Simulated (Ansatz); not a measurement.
# BPH2 (triplet): wave-function methods side by side, def2-TZVPP

The task here is to estimate one member of a computed series from the others.

The runs use Ansatz 0.2.0, Gaussian basis; def2-TZVPP, core rule «outside noble gas», up to 6 orbitals frozen.

The runs, in order: UHF; ROHF; CCSD(T) on UHF.

2 further runs of the same task are left out: 2 set aside as unsound or not needed.

## The geometry

The geometry is a PBE0/def2-TZVP stationary point (not a proven minimum) of the parent state, kept for this charge and spin.

4 atoms, charge 0, spin multiplicity 3.

Atoms are counted from 1 here; the program's logs count them from 0.

Bond lengths: B1–P2 1.735 Å, B1–H3 1.204 Å, B1–H4 1.204 Å. Angles: P2–B1–H3 120.2°, P2–B1–H4 120.2°, H3–B1–H4 119.5°.

Set-up of the first run:

in.yaml

```yaml
crystal:
  periodic: [false, false, false]
  atoms:
    - {symbol: B, position_ang: [0.000000, 0.000000, 1.199314]}
    - {symbol: P, position_ang: [0.000000, 0.000000, -0.536099]}
    - {symbol: H, position_ang: [0.000000, 1.039861, 1.805269]}
    - {symbol: H, position_ang: [0.000000, -1.039862, 1.805269]}
basis:
  gaussian: {orbitals: def2-TZVPP}
magnetization: {spin_polarized: true, initial_magnetization: 2}
hamiltonian: {xc: hf}
output: {orbitals: {seedname: orbitals}}
```

On the command line:

```bash
> ansatz run in.yaml --threads 1 --pin off --events-out ev --progress --plain --max-ram 4096MiB --backend cpu
```

Among the steps run: UHF; ROHF; CCSD(T) on UHF.

One table of the session follows, with a row left open; its other results are not shown here.

| method | from UCCSD(T) (kcal/mol) |
| --- | --- |
| ROHF | +158.97 |
| UHF | +154.81 |
| UMP2 | +28.23 |
| UCCSD | ? |
| UCCSD(T) | 0 |

Estimate the missing values for UCCSD.

**Answer.** from UCCSD(T) (kcal/mol): +5.67. In the column «from UCCSD(T) (kcal/mol)» it lies between UCCSD(T) (0) and UMP2 (+28.23).
